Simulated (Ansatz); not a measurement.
# BNSi: the cost of one run

Computed with Ansatz 0.2.0, Gaussian basis. Level: def2-TZVPP, core rule «outside noble gas», up to 7 orbitals frozen.

The runs, in order: UHF; ROHF; CCSD(T) on UHF.

2 further runs of the same task are left out: 2 set aside as unsound or not needed.

## Step 1: The geometry

The geometry is a PBE0/def2-TZVP stationary point (not a proven minimum) of the parent state, kept for this charge and spin.

3 atoms, charge 1, spin multiplicity 2.

Atoms are counted from 1 here; the program's logs count them from 0.

Bond lengths: B1–Si2 1.862 Å, Si2–N3 1.606 Å. Angles: B1–Si2–N3 180.0°.

## Step 2: UHF

in.yaml reads:

```yaml
crystal:
  periodic: [false, false, false]
  atoms:
    - {symbol: B, position_ang: [0.000000, 0.000000, 1.776800]}
    - {symbol: Si, position_ang: [0.000000, 0.000000, -0.085500]}
    - {symbol: N, position_ang: [0.000000, 0.000000, -1.691300]}
basis:
  gaussian: {orbitals: def2-TZVPP}
total_charge: 1
magnetization: {spin_polarized: true, initial_magnetization: 1}
hamiltonian: {xc: hf}
output: {orbitals: {seedname: orbitals}}
```

Started as:

```console
$ ansatz run in.yaml --threads 1 --pin off --events-out ev --progress --plain --max-ram 2816MiB --backend cpu
```

Q: Estimate wall time and peak memory on 1 thread of AMD EPYC 7R13, shared host.

About 13 s, with a peak of 0.26 GiB.
